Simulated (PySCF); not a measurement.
# Working out the ionisation energy of C

C [He] 2s2 2p2 (3P) → C⁺ [He] 2s2 2p1 (2P). All numbers are calculated (PySCF 2.14, the spin-free X2C one-electron Hamiltonian (Gaussian nucleus), in x2c-QZVPPall). Frozen: 1s2. Energies in hartree (1 hartree = 27.21139 eV):

```json
{"part": "UHF", "C (lower)": "-37.708625", "C⁺ (upper)": "-37.311874"}
{"part": "CCSD correlation", "C (lower)": "-0.090539", "C⁺ (upper)": "-0.076800"}
{"part": "(T)", "C (lower)": "-0.002351", "C⁺ (upper)": "-0.001264"}
```

Q: What does Hartree-Fock give?

A: (-37.311874) − (-37.708625) = 0.396751 hartree = 10.796 eV.

Q: What do CCSD and CCSD(T) give?

A: The CCSD correlation energies differ by 0.013739 hartree = 0.374 eV and the triples by 0.001087 hartree = 0.030 eV, so CCSD gives 11.170 eV and CCSD(T) 11.200 eV.

Measured between the centres of the two terms (NIST): 11.262 eV, so CCSD(T) (valence) is off by -0.062 eV.

What remains against the reference includes basis incompleteness, the frozen core and higher excitations.
